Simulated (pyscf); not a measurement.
This saddle point was located with ωB97X-D3(BJ)/def2-SVP in PySCF.

```xyz
6

S     -0.5094    -1.5540     0.0781
Ga    -1.2090     0.4504     0.6248
H     -0.8140    -1.4187    -1.2875
H     -1.1302    -1.1810    -2.4908
H     -1.0786     0.8186     2.1330
H     -1.7791     1.3595    -0.5065
```
Charge 0, spin multiplicity 2.

Surface: doublet, charge 0. Lowest wavenumbers (cm⁻¹): 897i, 197, 218, 426, 462.

Question: What reaction is this the transition state of?

Answer: HS–GaH₂ + H atom (H•) ⇌ •S–GaH₂ + hydrogen (H₂), a hydrogen abstraction read from left to right: H–S broken and H–H formed. At ωB97M-D3(BJ)/def2-TZVP it lies +3.4 kcal/mol from the left side and +18.4 kcal/mol from the right (each side as separated species at their lowest minima found). •S–GaH₂ lies 9.1 kcal/mol over its isomer [HS–GaH]• (electronic energy, ωB97M-D3(BJ)/def2-TZVP). This is the saddle that the search found; another between the same sides may lie lower. The angle at the transferred H is 174°. Elements up to Kr have no core potential and no relativistic terms here.
